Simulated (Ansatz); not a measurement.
## Cohesive energy of some simple (sp) metals

Method: PBE0 (Ansatz, an electronic-structure program, PAW). References are measured values corrected to a static lattice or taken at low temperature (these still hold zero-point motion). The table is a random draw of 8 from 14 solids with such references.

Values in eV/atom.

```
solid       reference  PBE0  error (eV/atom)
----------  ---------  ----  ---------------
α-phase Ga       2.81  2.62            -0.19
bcc Na          1.12*  1.03            -0.09
bcc K           0.94*  0.82            -0.12
bcc Rb          0.86*  0.72            -0.14
hcp Mg           1.51  1.51             0.00
bcc Li          1.67*  1.54            -0.13
hcp Be           3.32  3.70            +0.38
fcc Sr          1.73*  1.54            -0.19
```

Over these 8 solids the mean error is -0.06 eV/atom, the mean absolute error 0.16 eV/atom (median 0.13 eV/atom), and the worst case hcp Be at +0.38 eV/atom; the value is too low in 6 of 8 cases. Over all 14, from unrounded values, the mean error is -0.10 eV/atom and the mean absolute error 0.16 eV/atom (median 0.14 eV/atom).

A star marks references brought to a static lattice; the others are low-temperature values that still hold zero-point motion, which matters most for light elements.

Exact exchange on metals is sensitive to the k mesh.

Differences are worked out from the printed values.

Free atoms are spin-polarised, in the lowest state found; at levels without +SOC their spin–orbit coupling is left out. Each level is taken at its own relaxed cell. Ansatz's density-functional and Hartree–Fock values are scalar-relativistic unless marked +SOC, with PAW data made under PBE.

Not in this set, of the simple (sp) metals with a reference value in our tables and a result at some level: 4 for the spin–orbit terms of free Br, In, Sn, Te, I and atoms past barium, a cut that leaves lighter open-shell atoms' terms in the errors. These can be a level's best or worst cases. Solids without a released value at any level aren't counted. Layered and molecular crystals are counted apart. The metals Ce to Yb are counted apart.

References as tabulated in Kittel's textbook; Mejia-Rodriguez and Trickey (2018), arXiv:1807.09216; Csonka et al. (2009), arXiv:0903.4037.
